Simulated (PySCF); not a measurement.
Divinylethylene, C6H8.
SMILES with atom numbers: `[CH2:1]=[CH:2]/[CH:3]=[CH:4]/[CH:5]=[CH2:6]` (hydrogens: H7, H8 on C1; H9 on C2; H10 on C3; H11 on C4; H12 on C5; H13, H14 on C6)

Geometry (GFN2-xTB, Å), atoms numbered from 1 in this order:
```xyz
14
C6H8 angstrom
C     -2.9572    0.9024   -0.4330
C     -1.8929    0.3180    0.1136
C     -0.5372    0.5984   -0.2776
C      0.5374    0.0108    0.2741
C      1.8927    0.2930   -0.1175
C      2.9572   -0.2894    0.4306
H     -3.9604    0.6720   -0.1190
H     -2.8572    1.6341   -1.2179
H     -2.0217   -0.4150    0.9001
H     -0.4023    1.3306   -1.0641
H      0.4032   -0.7213    1.0611
H      2.0216    1.0253   -0.9046
H      2.8560   -1.0212    1.2152
H      3.9602   -0.0582    0.1168
```

Computed, not measured: PySCF 2.14.0, density-fitted response routines, TDDFT PBE0/def2-SVPD, vertical, gas phase, core orbitals frozen in the response.

Ground-to-excited transition dipoles (e·a0, same axes as the geometry; the sign carries no meaning), for the states with f of 0.002 or more among the lowest 4:

```tsv
state	E (eV)	μx	μy	μz
S1	4.848	-2.912	0.669	-0.513
S4	6.385	-0.013	-0.194	-0.183
```

**Question.** Work out the oscillator strengths.

**Answer.** f = (2/3) ΔE |μ|² with ΔE in hartree (27.2114 eV).

```csv
state,|μ|² (au),|μ| (D),f
S1,9.190,7.71,1.092
S4,0.071,0.68,0.011
```

**Question.** Label these states by symmetry in C2h.

**Answer.** From a totally symmetric ground state, an allowed state transforms like the component of the dipole operator along its μ. Polarised along the twofold axis, so Au: S4. Polarised across the twofold axis, so Bu: S1.

**Question.** All atoms lie in one plane. Which transitions are polarised in it and which across it?

**Answer.** In the plane: S1. Perpendicular: S4. States polarised in the plane are symmetric under reflection in it, those polarised across it antisymmetric.

**Question.** Which bond between heavy atoms lies closest to the direction of the S1 transition dipole?

**Answer.** C3–C4, C5–C6 and C1–C2, at 21° from it; next C2–C3 and C4–C5 at 35°.

**Question.** What angle do the transition dipoles of S1 and S4 make?

**Answer.** |cos θ| = |μa·μb| / (|μa| |μb|) = 0.00, so θ ≈ 90° (taken between 0 and 90°, since the signs are arbitrary).

**Question.** How is the summed strength of these states shared among x, y and z?

**Answer.** (2/3) Σ ΔE μα² gives 1.007 for x, 0.059 for y and 0.036 for z, 1.103 in all.

**Question.** What peak molar absorption coefficient would the strongest computed level give as a lone Gaussian band 0.3 eV wide at half height?

**Answer.** ε(max) = 2.175×10⁸ f / FWHM, with the width in cm⁻¹. S1: 2.175×10⁸ × 1.0916 / 2420 ≈ 98000 L mol⁻¹ cm⁻¹.

One conformer stands for the species.
